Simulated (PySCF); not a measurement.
## `InChI=1S/C5H6S/c1-3-4-5-6-2/h5H,1H2,2H3`

Geometry:
```
atom   x (Å)   y (Å)   z (Å)
  C1   2.521   1.008   0.290
  C2   1.571   0.106   0.194
  C3   0.663  -0.764   0.101
  C4  -0.286  -1.672   0.004
  S5  -1.995  -1.387  -0.017
  C6  -2.051   0.396   0.124
  H7   2.288   2.064   0.369
  H8   3.567   0.722   0.294
  H9  -0.038  -2.727  -0.074
 H10  -3.105   0.675   0.118
 H11  -1.542   0.862  -0.720
 H12  -1.589   0.720   1.056
```

Method used: quadratic response CAM-B3LYP/def2-TZVPD first hyperpolarisability, Taylor convention, gas phase (PySCF 2.14.0). Geometry: PBE0-D3(BJ)/def2-TZVP.

Task: Give the tensor of the second harmonic β(−2ω;ω,ω) at 1064 nm in the axes of these coordinates.

Result: In au, Taylor convention; rows are the first index (the induced dipole):
```tsv
	xx	yy	zz	xy	xz	yz
x	-794.1	-24.0	+5.1	-194.8	-36.3	-7.7
y	-225.3	+33.1	+9.5	-31.4	-9.2	+0.2
z	-38.8	+0.3	+3.1	-8.5	+7.3	+11.0
```
Norm of βᵢ = ⅓ Σⱼ (βᵢⱼⱼ + βⱼᵢⱼ + βⱼⱼᵢ): 833.0 au, hyper-Rayleigh value 354.8 au.
